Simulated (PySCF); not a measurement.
**How far each method lies from full CI for CO, triplet**

Geometry: a PBE0/def2-TZVP stationary point for this spin. The singlet lies 5.5 eV lower here.

```xyz
2

O     0.0000    0.0000    0.0000
C     0.0000    0.0000    1.1955
```

Basis 6-31G; PySCF 2.14.0. Only valence electrons are correlated (noble-gas cores frozen), which leaves 10 electrons in 16 orbitals. R marks a restricted (for open shells ROHF) determinant, U an unrestricted one.

Full CI is exact within this basis and frozen core; it isn't the basis-set limit. The frozen core follows each run's orbitals, which can shift R against U totals by a few meV.

Unrestricted rows (U) aren't spin-pure: their determinants' ⟨S²⟩ exceeds S(S+1) by up to 0.28, so they mix in states of higher spin.

The UHF ⟨S²⟩ is 2.282, the T1 diagnostic (ROHF- or RHF-based CCSD) is 0.0354 and the largest doubles amplitude (ROHF- or RHF-based CCSD) is 0.123. The T1 diagnostic (UCCSD) is 0.0612.

From what is known of these methods and the diagnostics, rank them by the size of their error in total energy against full CI in 6-31G, smallest first (an estimate: the text doesn't fix the numbers).
A. RCCSD
B. UCCSD
C. RHF
D. UCCSD(T)
E. UMP2

D (5.9 kJ/mol), B (17.7 kJ/mol), A (21.8 kJ/mol), E (83.1 kJ/mol), C (529.2 kJ/mol).

All errors are against full CI in 6-31G. Within each family the higher level lies nearer, as is usual though not guaranteed.

The full-CI state has the irrep B1 of C2v, in the program's axes (one component, if the state is degenerate).

Natural occupations of full CI about the gap: 1.966 1.961 1.900 1.011 1.004 0.097 0.024 0.014 0.011 0.007; effectively unpaired electrons, Σ n²(2−n)², 2.09.

Atomization energy (electronic, same basis, no zero-point term; atoms at the same level, unrestricted beside the R rows where the molecule is a closed shell; the atoms' step beyond CCSDT comes from their full CI) at full CI: 345.2 kJ/mol. Errors of other levels:

| level | error (kJ/mol) |
| --- | --- |
| RHF | -270.1 |
| UHF | -239.3 |
| RMP2 | 26.9 |
| UMP2 | -24.0 |
| RCCSD | -19.4 |
| UCCSD | -15.5 |
| RCCSD(T) | -3.9 |
| UCCSD(T) | -5.4 |
| RCCSDT | -2.2 |
| UCCSDT | -2.2 |

This basis is far from its limit, so the value isn't to be set against a measured one.
